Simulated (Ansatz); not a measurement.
# Heating and cooling a random packing of SnO2

A packing of 24 atoms, thrown in at random and pushed apart as soft spheres with like charges further apart (16 O, 8 Sn) went through Langevin stages in a fixed cell of 13.65 Å³/atom, at one k point, without spin and with a Fermi–Dirac width of kT (0.05 eV at least). The calculation used DFT PBE, scalar-relativistic, plane waves, PAW (Ansatz).

```csv
thermostat (K),duration (fs),friction (1/fs),cutoff (eV),mean T (K),mean P (GPa),mean square displacement (Å²)
3000,48,0.030,320,3689,18.8,0.46
3000,476,0.030,420,3138,8.6,3.63
2160,388,0.030,420,2108,5.5,0.95
1200,416,0.030,420,1229,3.3,0.52
300,500,0.030,420,348,-2.2,0.25
```

Means run over the second half of a stage; pressure includes the kinetic part; displacements count from the stage's start, the atoms' common shift taken off.

Cell and atoms were then relaxed on coarser meshes and computed once more: Plane waves to 420 eV, a k mesh through Γ of 4×4×3 on the computed 24-atom cell and Gaussian smearing (0.02 eV); no spin polarisation.

**Question.** What structure is left?

**Answer.** One draw of many: 13.35 Å³/atom with no gap on the mesh, 1.29 eV/atom below the elements' standard states (static lattices, no corrections for gases) (a random packing after short dynamics, relaxed).

Counting as bonded all pairs within 1.2 times the summed covalent radii, but none from a metal cation to another cation:

```csv
atom → neighbour,mean count,mean length (Å),spread (Å)
O → O,0.12,1.48,0.00
O → Sn,2.94,2.15,0.08
Sn → O,5.88,2.15,0.08
```

Angles between all pairs of such bonds at an atom (mean ± spread): 115 ± 14° at O, 104 ± 30° at Sn.

```yaml
crystal:
  lattice:
    - [6.59079, -0.20330, -0.76663]
    - [-0.18688, 6.65791, 0.36123]
    - [-0.77280, 0.38838, 7.41611]
  atoms:
    - { symbol: Sn, position: [0.51747, 0.58645, 0.45379] }
    - { symbol: Sn, position: [0.27678, 0.42097, 0.83266] }
    - { symbol: Sn, position: [0.75979, 0.17805, 0.71132] }
    - { symbol: Sn, position: [0.44759, 0.85867, 0.97356] }
    - { symbol: Sn, position: [0.01964, 0.81804, 0.47087] }
    - { symbol: Sn, position: [0.40580, 0.13702, 0.28387] }
    - { symbol: Sn, position: [0.99925, 0.33587, 0.35486] }
    - { symbol: Sn, position: [0.86223, 0.65100, 0.92477] }
    - { symbol: O, position: [0.45603, 0.02243, 0.56557] }
    - { symbol: O, position: [0.13254, 0.51645, 0.56348] }
    - { symbol: O, position: [0.50856, 0.84587, 0.25521] }
    - { symbol: O, position: [0.37374, 0.15178, 0.99733] }
    - { symbol: O, position: [0.78701, 0.70772, 0.61216] }
    - { symbol: O, position: [0.36079, 0.81529, 0.57625] }
    - { symbol: O, position: [0.92715, 0.62471, 0.21924] }
    - { symbol: O, position: [0.68596, 0.31869, 0.39621] }
    - { symbol: O, position: [0.54954, 0.58016, 0.96028] }
    - { symbol: O, position: [0.99212, 0.09819, 0.59247] }
    - { symbol: O, position: [0.51211, 0.36822, 0.67830] }
    - { symbol: O, position: [0.08732, 0.05961, 0.27592] }
    - { symbol: O, position: [0.73605, 0.94479, 0.91200] }
    - { symbol: O, position: [0.16750, 0.71720, 0.88617] }
    - { symbol: O, position: [0.96058, 0.36375, 0.89119] }
    - { symbol: O, position: [0.29351, 0.41896, 0.27542] }
```

The final mesh leaves forces up to 0.33 eV/Å and stresses up to 0.3 GPa: the relaxation ran on a coarser mesh, so the cell's shape, its bonds and its energy belong partly to that mesh.

The smearing is narrow for a metal on this mesh.

Cost: 6 runs of about 50 core-minutes in all (earlier runs that led there not counted), on Arm Neoverse V1 (shared hosts).